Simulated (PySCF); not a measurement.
C3H6F2.
InChI=1S/C3H6F2/c1-3(5)2-4/h3H,2H2,1H3/t3-/m0/s1

Torsions of this conformer, `[CH3:1][C@H:2]([F:3])[CH2:4][F:5]`: C1–C2–C4–F5 -173°.

The closed-shell ground state was solved at several levels (PySCF, density fitting, gas phase, non-relativistic). Geometry: PBE0-D3(BJ)/def2-SVP, one conformer, isolated molecule.

```tsv
level	basis functions	HOMO (eV)	LUMO (eV)	gap (eV)	dipole (D)
wB97X-D/pcSseg-2	264	-11.19	2.22	13.41	2.96
LC-wPBE/pcSseg-2	264	-12.06	2.29	14.35	3.03
PBE0/def2-SVP	100	-9.05	1.72	10.77	2.77
PBE0/6-311+G(2d,p)	171	-9.29	0.27	9.56	2.98
CAM-B3LYP/pcSseg-2	264	-10.79	1.15	11.94	3.03
```

Problem. What might PBE0/def2-TZVP (191 basis functions) give for the same quantities?

Solution. HOMO -9.21 eV, LUMO 1.13 eV, gap 10.34 eV, dipole 2.83 D.

Problem. Over all these levels, which gives the widest orbital gap and which the narrowest?

Solution. LC-wPBE/pcSseg-2 (range-separated hybrid) has the widest, 14.35 eV, and PBE0/6-311+G(2d,p) (global hybrid, 25 % exact exchange) the narrowest, 9.56 eV. Functional and basis both differ between the two, so the spread mixes both effects.

Problem. How much does the basis alone move the frontier levels among the 3 PBE0 rows (the withheld one included)?

Solution. The HOMO by 0.24 eV and the LUMO by 1.45 eV. By rising basis size (HOMO, LUMO in eV): def2-SVP -9.05, 1.72; 6-311+G(2d,p) -9.29, 0.27; def2-TZVP -9.21, 1.13.

Problem. How far do the dipole and the HOMO energy spread over the levels?

Solution. The dipole runs from 2.77 to 3.03 D (mean 2.93 D) and the HOMO from -12.06 to -9.05 eV.
